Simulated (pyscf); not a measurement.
H₃Si–NH–B(Cl)–Cl + hydrogen (H₂) -> H₂N–B(Cl)–Cl + silane (SiH₄) (four-centre exchange; singlet surface; N–Si, H–H broken, H–N, H–Si formed). PySCF, gas phase, ωB97X-D3(BJ)/def2-SVP geometries. Energies in kcal/mol from the separated reactants.

| level | barrier | reaction energy |
|---|---|---|
| ωB97X-D3(BJ)/def2-TZVP | 61.6 | +6.5 |
| B3LYP-D3(BJ)/def2-TZVP | 60.6 | +5.1 |
| PBE0-D3(BJ)/def2-TZVP | 56.3 | +4.1 |
| M06-2X/def2-TZVP | 63.5 | +7.7 |
| ωB97M-D3(BJ)/def2-TZVP | ? | +4.6 |
| HF/def2-TZVP | ? | ? |

Some entries are withheld; supply them.


- ωB97M-D3(BJ)/def2-TZVP, barrier: 60.5
- HF/def2-TZVP, barrier: 78.4
- HF/def2-TZVP, reaction energy: +0.7

The functionals in the table span 7.2 kcal/mol in this barrier, from PBE0-D3(BJ) to M06-2X. One saddle was located; it need not be the lowest between these sides.
